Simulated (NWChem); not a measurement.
System: tert-butyl cation (C4H9 cation); SMILES C[C+](C)C

Input file for NWChem:

```
start job
memory heap 200 mb stack 900 mb global 1100 mb
charge 1
geometry units angstroms noautoz
  C      0.347811    -1.422513     0.002332
  C     -0.000714     0.002129    -0.001609
  C      1.059585     1.014171     0.003812
  C     -1.408431     0.412956    -0.008877
  H      0.847656    -1.631920     0.966947
  H      1.130697    -1.623787    -0.745226
  H     -0.500048    -2.097290    -0.122593
  H      0.828373     1.820223     0.715036
  H      1.017986     1.512582    -0.984971
  H      2.064217     0.617017     0.157219
  H     -1.885153    -0.002227     0.898226
  H     -1.565556     1.491587    -0.047142
  H     -1.936401    -0.092990    -0.833144
end
basis spherical
  * library def2-svp
end
dft
  xc hcth407
  iterations 150
  mulliken
end
task dft energy
```

Parts of the log:

```
             Northwest Computational Chemistry Package (NWChem) 7.3.0
             --------------------------------------------------------

 C1  symmetry detected

                             Geometry "geometry" -> ""
                             -------------------------

 Output coordinates in angstroms (scale by  1.889725989 to convert to a.u.)

  No.       Tag          Charge          X              Y              Z
 ---- ---------------- ---------- -------------- -------------- --------------
    1 C                    6.0000    -1.34554968    -0.58059198    -0.00446869
    2 C                    6.0000     0.00102245     0.00063181    -0.00094507
    3 C                    6.0000     1.17568766    -0.87607040     0.00592767
    4 C                    6.0000     0.17135753     1.45716302    -0.00221150
    5 H                    1.0000    -1.47248828    -1.11188204     0.95771418
    6 H                    1.0000    -1.41047788    -1.38334080    -0.75523053
    7 H                    1.0000    -2.15177333     0.14332394    -0.12994500
    8 H                    1.0000     1.92906611    -0.51628463     0.72146488
    9 H                    1.0000     1.66409798    -0.74832567    -0.98046600
   10 H                    1.0000     0.95103228    -1.93341757     0.15457959
   11 H                    1.0000    -0.32110724     1.85465580     0.90440561
   12 H                    1.0000     1.20882276     1.79209437    -0.03513866
   13 H                    1.0000    -0.41228018     1.89638192    -0.82719850

 Effective nuclear repulsion energy (a.u.)     126.8255087342

                                 NWChem DFT Module
                                 -----------------

 Summary of "ao basis" -> "ao basis" (spherical)
 ------------------------------------------------------------------------------
       Tag                 Description            Shells   Functions and Types
 ---------------- ------------------------------  ------  ---------------------
 C                          def2-svp                 6       14   3s2p1d
 H                          def2-svp                 3        5   2s1p

            General Information
            -------------------
          SCF calculation type: DFT
          Wavefunction type:  closed shell.
          No. of atoms     :    13
          No. of electrons :    32
           Alpha electrons :    16
            Beta electrons :    16
          Charge           :     1
          Spin multiplicity:     1
          Use of symmetry is: off; symmetry adaption is: off
          Maximum number of iterations: 150
          AO basis - number of functions:   101
                     number of shells:    51
          Convergence on energy requested:  1.00D-06
          Convergence on density requested:  1.00D-05
          Convergence on gradient requested:  5.00D-04

              XC Information
              --------------
                      HCTH407 Method XC Functional
                      HCTH407  Exchange Functional  1.000
                   HCTH407  Correlation Functional  1.000

             Grid Information
             ----------------
          Grid used for XC integration:  medium
          Radial quadrature: Mura-Knowles
          Angular quadrature: Lebedev.
          Tag              B.-S. Rad. Rad. Pts. Rad. Cut. Ang. Pts.
          ---              ---------- --------- --------- ---------
          C                   0.70       49          10.0       434
          H                   0.35       45          11.0       434
          Grid pruning is: on
          Number of quadrature shells:   601
          Spatial weights used:  Erf1

      Superposition of Atomic Density Guess
      -------------------------------------

 Sum of atomic energies:        -154.99275319

 Renormalizing density from      33.00 to     32

      Non-variational initial energy
      ------------------------------

 Total energy =    -154.384538
 1-e energy   =    -442.703114
 2-e energy   =     161.493068
 HOMO         =      -0.739706
 LUMO         =      -0.405559

     ---------------------------------------------
      Total Density - Mulliken Population Analysis
     ---------------------------------------------

    Atom       Charge   Shell Charges
 -----------   ------   -------------------------------------------------------
    1 C    6     6.35   1.99  1.03  0.11  2.30  0.89  0.02
    2 C    6     6.07   1.99  1.06  0.23  1.72  1.02  0.06
    3 C    6     6.35   1.99  1.03  0.11  2.30  0.89  0.02
    4 C    6     6.35   1.99  1.03  0.11  2.30  0.89  0.02
    5 H    1     0.74   0.59  0.13  0.03
    6 H    1     0.76   0.60  0.13  0.03
    7 H    1     0.79   0.63  0.14  0.03
    8 H    1     0.76   0.60  0.13  0.03
    9 H    1     0.74   0.58  0.13  0.03
   10 H    1     0.79   0.63  0.14  0.03
   11 H    1     0.74   0.59  0.13  0.03
   12 H    1     0.79   0.63  0.14  0.03
   13 H    1     0.75   0.60  0.13  0.03

   convergence    iter        energy       DeltaE   RMS-Dens  Diis-err
 ---------------- ----- ----------------- --------- --------- ---------
 d= 0,ls=0.0,diis     1   -157.3798032530 -2.84D+02  1.06D-02  6.74D-01
 d= 0,ls=0.0,diis     2   -157.3843963017 -4.59D-03  5.92D-03  5.03D-01
 d= 0,ls=0.0,diis     3   -157.4474017797 -6.30D-02  1.45D-03  2.97D-02
 d= 0,ls=0.0,diis     4   -157.4513461415 -3.94D-03  3.72D-04  2.78D-03
 d= 0,ls=0.0,diis     5   -157.4516999635 -3.54D-04  7.62D-05  8.70D-05
  Resetting Diis
 d= 0,ls=0.0,diis     6   -157.4517124167 -1.25D-05  5.77D-06  2.63D-07
 d= 0,ls=0.0,diis     7   -157.4517124539 -3.72D-08  1.54D-06  1.07D-08

         Total DFT energy =     -157.451712453913
      One electron energy =     -453.469983523742
           Coulomb energy =      193.932618774233
    Exchange-Corr. energy =      -24.739856438585
 Nuclear repulsion energy =      126.825508734181

 Numeric. integr. density =       31.999999625693

                       DFT Final Molecular Orbital Analysis
                       ------------------------------------

 Vector   14  Occ=2.000000D+00  E=-5.547068D-01
              MO Center= -2.1D-02, -1.7D-02, -6.5D-03, r^2= 4.0D+00
   Bfn.  Coefficient  Atom+Function         Bfn.  Coefficient  Atom+Function
  ----- ------------  ---------------      ----- ------------  ---------------
    46      0.270084   4 C  px                5      0.255496   1 C  py
    67      0.232282   7 H  s                92      0.222526  12 H  s
    33     -0.219985   3 C  py               82      0.218066  10 H  s
    72     -0.169866   8 H  s                32     -0.167283   3 C  px
    62     -0.151723   6 H  s                97     -0.142348  13 H  s

 Vector   15  Occ=2.000000D+00  E=-5.494083D-01
              MO Center=  2.6D-01, -6.8D-02,  3.8D-02, r^2= 3.3D+00
   Bfn.  Coefficient  Atom+Function         Bfn.  Coefficient  Atom+Function
  ----- ------------  ---------------      ----- ------------  ---------------
    18     -0.250414   2 C  px                4      0.231747   1 C  px
    92      0.218264  12 H  s                32      0.200897   3 C  px
    47      0.198597   4 C  py               46      0.194886   4 C  px
    82     -0.195636  10 H  s                19     -0.191703   2 C  py
     5      0.183964   1 C  py               72      0.168707   8 H  s

 Vector   16  Occ=2.000000D+00  E=-5.491750D-01
              MO Center= -2.2D-01,  9.9D-02, -4.0D-02, r^2= 3.3D+00
   Bfn.  Coefficient  Atom+Function         Bfn.  Coefficient  Atom+Function
  ----- ------------  ---------------      ----- ------------  ---------------
    19      0.250048   2 C  py               67     -0.234916   7 H  s
    33     -0.224560   3 C  py               47     -0.223501   4 C  py
    32      0.195653   3 C  px               18     -0.191120   2 C  px
     5     -0.179910   1 C  py                4      0.174221   1 C  px
    46      0.170492   4 C  px               97     -0.154336  13 H  s

 Vector   17  Occ=0.000000D+00  E=-3.593442D-01
              MO Center= -3.8D-03, -1.2D-03,  2.0D-03, r^2= 2.4D+00
   Bfn.  Coefficient  Atom+Function         Bfn.  Coefficient  Atom+Function
  ----- ------------  ---------------      ----- ------------  ---------------
    20      0.606688   2 C  pz               23      0.506756   2 C  pz
    77      0.180183   9 H  s                57     -0.173159   5 H  s
    87     -0.171179  11 H  s                97      0.151921  13 H  s
    62      0.146496   6 H  s                78      0.146461   9 H  s
    58     -0.141550   5 H  s                88     -0.140021  11 H  s

 Vector   18  Occ=0.000000D+00  E=-1.591010D-01
              MO Center= -1.9D-02, -1.7D-02,  7.5D-03, r^2= 7.6D+00
   Bfn.  Coefficient  Atom+Function         Bfn.  Coefficient  Atom+Function
  ----- ------------  ---------------      ----- ------------  ---------------
     3      1.365778   1 C  s                31      1.363019   3 C  s
    45      1.353010   4 C  s                78     -0.696761   9 H  s
    58     -0.688835   5 H  s                88     -0.664519  11 H  s
    98     -0.625285  13 H  s                63     -0.612547   6 H  s
    73     -0.590119   8 H  s                83     -0.534403  10 H  s

 Vector   19  Occ=0.000000D+00  E=-1.074332D-01
              MO Center=  6.2D-02,  7.1D-01, -2.2D-01, r^2= 6.9D+00
   Bfn.  Coefficient  Atom+Function         Bfn.  Coefficient  Atom+Function
  ----- ------------  ---------------      ----- ------------  ---------------
    45      1.268421   4 C  s                98     -1.098793  13 H  s
    31     -0.972513   3 C  s                88     -0.840383  11 H  s
    73      0.765083   8 H  s                78      0.712279   9 H  s
    68     -0.601632   7 H  s                49     -0.590334   4 C  px
    35     -0.484072   3 C  px               63      0.472057   6 H  s

     ---------------------------------------------
      Total Density - Mulliken Population Analysis
     ---------------------------------------------

    Atom       Charge   Shell Charges
 -----------   ------   -------------------------------------------------------
    1 C    6     5.91   1.98  0.93  0.06  2.16  0.75  0.02
    2 C    6     6.24   1.99  1.03  0.29  1.90  0.98  0.05
    3 C    6     5.91   1.98  0.93  0.06  2.16  0.75  0.02
    4 C    6     5.91   1.98  0.93  0.06  2.16  0.75  0.02
    5 H    1     0.88   0.71  0.14  0.03
    6 H    1     0.89   0.72  0.14  0.03
    7 H    1     0.92   0.74  0.15  0.03
    8 H    1     0.89   0.72  0.14  0.03
    9 H    1     0.87   0.71  0.14  0.03
   10 H    1     0.92   0.74  0.15  0.03
   11 H    1     0.88   0.71  0.14  0.03
   12 H    1     0.92   0.74  0.15  0.03
   13 H    1     0.88   0.72  0.14  0.03

     -------------------------------------------
      Total Density - Lowdin Population Analysis
     -------------------------------------------

    Atom       Charge   Shell Charges
 -----------   ------   -------------------------------------------------------
    1 C    6     6.02   1.96  0.58  0.29  1.93  1.18  0.06
    2 C    6     5.75   1.97  0.68  0.29  1.73  0.97  0.10
    3 C    6     6.02   1.96  0.58  0.29  1.93  1.18  0.06
    4 C    6     6.02   1.96  0.58  0.29  1.93  1.19  0.06
    5 H    1     0.89   0.59  0.23  0.07
    6 H    1     0.90   0.60  0.23  0.07
    7 H    1     0.94   0.63  0.24  0.07
    8 H    1     0.91   0.61  0.23  0.07
    9 H    1     0.89   0.59  0.22  0.07
   10 H    1     0.94   0.63  0.24  0.07
   11 H    1     0.89   0.59  0.23  0.07
   12 H    1     0.94   0.63  0.24  0.07
   13 H    1     0.90   0.60  0.23  0.07

     Multipole analysis of the density
     ---------------------------------

     L   x y z        total         alpha         beta         nuclear
     -   - - -        -----         -----         ----         -------
     0   0 0 0      1.000000    -16.000000    -16.000000     33.000000

     1   1 0 0     -0.006529     -0.003265     -0.003265     -0.000000
     1   0 1 0     -0.005120     -0.002560     -0.002560     -0.000000
     1   0 0 1      0.005294      0.002647      0.002647     -0.000000

     2   2 0 0    -12.655561    -72.838452    -72.838452    133.021343
     2   1 1 0     -0.035196     -0.007828     -0.007828     -0.019541
     2   1 0 1     -0.296891     -0.015530     -0.015530     -0.265832
     2   0 2 0    -12.584595    -72.982244    -72.982244    133.379894
     2   0 1 1      0.124421      0.000812      0.000812      0.122796
     2   0 0 2    -16.614686    -16.367239    -16.367239     16.119792
```

Level: HCTH/407/def2-SVP. The geometry was optimised at B3LYP/6-31G* (spherical d).
